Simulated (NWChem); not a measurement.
Everything below was run with NWChem. System: P (+1), charge 1, spin multiplicity 3. Its SCF solution wasn't tested for a lower state. Level: UMP2/6-311G** (spherical d), 5 core orbitals frozen.

Job file:

```
start mol
memory heap 200 mb stack 900 mb global 1100 mb
charge 1
geometry units angstroms nocenter noautoz
  P      0.000000     0.000000     0.000000
  symmetry group D2h
end
basis spherical
  * library 6-311g**
end
scf
  uhf
  nopen 2
  maxiter 100
  thresh 1e-7
  semidirect memsize 60000000 filesize 0
  # guess.movecs holds the orbitals of an unrestricted PBE0 run
  vectors input guess.movecs output mol.movecs
end
mp2
  freeze core 5
end
task mp2 energy
```

NWChem printed:

```
             Northwest Computational Chemistry Package (NWChem) 7.3.0
             --------------------------------------------------------

                                NWChem Input Module
                                -------------------

 Scaling coordinates for geometry "geometry" by  1.889725989
 (inverse scale =  0.529177249)

                             Geometry "geometry" -> ""
                             -------------------------

 Output coordinates in angstroms (scale by  1.889725989 to convert to a.u.)

  No.       Tag          Charge          X              Y              Z
 ---- ---------------- ---------- -------------- -------------- --------------
    1 P                   15.0000     0.00000000     0.00000000     0.00000000

 Effective nuclear repulsion energy (a.u.)       0.0000000000

            Nuclear Dipole moment (a.u.)
            ----------------------------
        X                 Y               Z
 ---------------- ---------------- ----------------
     0.0000000000     0.0000000000     0.0000000000

      Symmetry information
      --------------------

 Group name             D2h
 Group number             26
 Group order               8
 No. of unique centers     1

      Symmetry unique atoms

     1


 Summary of "ao basis" -> "" (spherical)
 ------------------------------------------------------------------------------
       Tag                 Description            Shells   Functions and Types
 ---------------- ------------------------------  ------  ---------------------
 *                          6-311g**                  on all atoms

 Summary of "ao basis" -> "ao basis" (spherical)
 ------------------------------------------------------------------------------
       Tag                 Description            Shells   Functions and Types
 ---------------- ------------------------------  ------  ---------------------
 P                          6-311g**                12       26   6s5p1d

                                 NWChem SCF Module
                                 -----------------

  ao basis        = "ao basis"
[...]
  AO/Fock/Back tols     =   1.0D-09  1.0D-09  1.0D-09

 GA uses MA = F    GA memory limited = T

 Available:
  local mem=  1.26D+08
 global mem=  1.44D+08
 local disk=  0.00D+00
  mp2_memr nvloc                    18
  nvloc new                    18
   1 passes of   3:        2097152                       2756                     65644.
   1 passes of   3: M    126154864           G      144177848           F     124057712.

 Semi-direct pass number   1 of   1  for UHF alpha       at        0.1s
  vrange nnbf                   351
  mp2_eaftype                    10  avail_ma_in_mb                  1099
 EAF : mp2_eaftype filesize          10      32822.
  mp2_eaf for mointskh                     10
Node 0 wrote      0.2 Mb in      0.0 s     Agg I/O rate:   590.2 Mb/s
 Done moints_semi at        0.2s
  mp2_eaftype                    10  avail_ma_in_mb                  1089
 EAF : mp2_eaftype filesize          10      32822.
  mp2_eaf for kh                    10
 Done maket at        0.2s
 Done multipass loop at        0.2s

 GA uses MA = F    GA memory limited = T

 Available:
  local mem=  1.26D+08
 global mem=  1.44D+08
 local disk=  0.00D+00
  mp2_memr nvloc                    20
  nvloc new                    20
   1 passes of   1:        2097152                       1889                     25068.
   1 passes of   1: M    126154864           G      144177848           F     124057712.

 Semi-direct pass number   1 of   1  for UHF beta        at        0.3s
  vrange nnbf                   351
  mp2_eaftype                    10  avail_ma_in_mb                  1099
 EAF : mp2_eaftype filesize          10      12534.
  mp2_eaf for mointskh                     10
Node 0 wrote      0.1 Mb in      0.0 s     Agg I/O rate:   907.5 Mb/s
 Done moints_semi at        0.4s
  mp2_eaftype                    10  avail_ma_in_mb                  1089
 EAF : mp2_eaftype filesize          10      12534.
  mp2_eaf for kh                    10
 Done maket at        0.4s
 Done multipass loop at        0.4s

          -------------------------------------------
          SCF energy                -340.341905932679
          Correlation energy          -0.050099239013
          Singlet pairs                0.000000000000
          Triplet pairs                0.000000000000
          Total MP2 energy          -340.392005171692
          -------------------------------------------

          ---------------------------------------------------
                    Spin Component Scaled (SCS) MP2
          Same spin pairs                     -0.007854613517
          Same spin scaling factor             0.333333333333
          Opposite spin pairs                 -0.042244625496
          Opposite spin scaling fact.          1.200000000000
          SCS-MP2 correlation energy          -0.053311755101
          Total SCS-MP2 energy              -340.395217687779
          ---------------------------------------------------

 -----------------------
 Performance information
 -----------------------

 Timer overhead =  2.43D-07 seconds/call

               Nr. of calls         CPU time (s)                 Wall time (s)                GFlops
             ---------------    -------------------     ------------------------------   -------------------
Name         Min   Avg   Max    Min     Avg     Max     Min     Avg     Max   Mx/calls   Min     Max     Sum
mp2: moin     2     2     2   0.21    0.21    0.21     0.21    0.21    0.21    0.10      0.0     0.0     0.0
mp2: make     2     2     2   2.22E-3 2.22E-3 2.22E-3  2.22E-3 2.22E-3 2.22E-3 1.11E-3   0.0     0.0     0.0
mp2: tota     1     1     1   0.24    0.24    0.24     0.24    0.24    0.24    0.24      0.0     0.0     0.0

 The average no. of pstat calls per process was 5.00D+00
 with a timing overhead of 1.21D-06s

 Task  times  cpu:        0.3s     wall:        0.3s

 Total times  cpu:        0.4s     wall:        0.4s
```
